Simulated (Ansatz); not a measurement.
**Scan of CH₃⁺, triplet**

Starting geometry (PBE0/def2-TZVP stationary point for this spin, not checked as a minimum):

```tsv
atom	x (Å)	y (Å)	z (Å)
C	0.0000	0.0000	0.0548
H	0.0000	0.6835	-0.8953
H	0.0000	0.0000	1.1377
H	0.0000	-0.6835	-0.8953
```

From there H2 moves along the line of the two atoms named below, all else staying in place; atoms are numbered as listed. Energies are in kcal/mol, counted from the starting geometry at the same level.

Basis cc-pVDZ; Ansatz 0.2.0. Only valence electrons are correlated (noble-gas cores frozen). R marks a restricted (for open shells ROHF) determinant. Active spaces: valence = (6e, 7o) chosen from the atoms' valence shells.

Coupled cluster chose its determinant by a search with trial CCSD, here up to 0.17 eV above the lowest Hartree–Fock solution of its kind. For open shells CISD is restricted-active-space CI with the open shells as a complete middle space. Runs in a small pair space aren't shown, since their orbitals change along the scan. A value is left out where its run failed or describes another state than the reference as far as symmetry and spin tell, or, spin-broken singlets apart, can't be checked.

Full CI is exact within this basis and frozen core; it isn't the basis-set limit.

```csv
distance C1-H2 (Å),full CI,unpaired electrons (full CI),error RHF,error CISD,error RCCSDT,error RCCSDT(Q),error CASSCF (valence space),error NEVPT2 (valence space)
0.927,27.5,2.02,-2.7,-0.4,0.0,0.0,0.2,0.1
1.042,6.2,2.02,-1.2,-0.2,0.0,0.0,0.3,0.0
1.170,0.0,2.02,0.0,0.0,0.0,0.0,0.0,0.0
1.286,2.3,2.02,0.8,0.2,0.0,0.0,-0.5,0.0
1.448,10.7,2.02,1.2,0.4,0.0,0.0,-1.5,-0.1
1.651,23.0,2.03,0.2,0.5,0.0,0.0,-3.1,-0.2
1.839,32.7,2.03,-2.7,0.5,0.0,0.0,-4.8,-0.3
2.198,44.5,2.03,–,–,0.0,0.0,–,–
2.600,40.8,2.02,-16.6,-1.1,0.0,0.0,-12.1,-0.5
3.148,38.3,2.02,-16.8,-1.2,0.0,0.0,-12.3,-0.6
3.984,38.0,2.02,-16.9,-1.2,0.0,0.0,-12.4,-0.6
```

Unpaired electrons are Σ n²(2−n)² over natural occupations. Errors are those of relative energies. In total energy the starting point itself misses full CI by: RHF 81.2, CISD 3.5, RCCSDT 0.1, RCCSDT(Q) 0.0, CASSCF (valence space) 47.6, NEVPT2 (valence space) 10.0 kcal/mol.

Spread of the error over the points with a reference, to 3.984 Å (largest less smallest): RCCSDT(Q) 0.0, RCCSDT 0.1, NEVPT2 (valence space) 0.7 (10 of 11 points), CISD 1.7 (10 of 11 points), CASSCF (valence space) 12.7 (10 of 11 points), RHF 18.2 (10 of 11 points) kcal/mol.

Going outwards, the relative energy of RHF first misses by more than 1.0 kcal/mol at 1.448 Å.

Going outwards, the relative energy of CASSCF (valence space) first misses by more than 1.0 kcal/mol at 1.448 Å.

CASSCF lacks dynamic correlation, of which the bound molecule has more, so its curve rises 12.4 kcal/mol too little out to 3.984 Å.
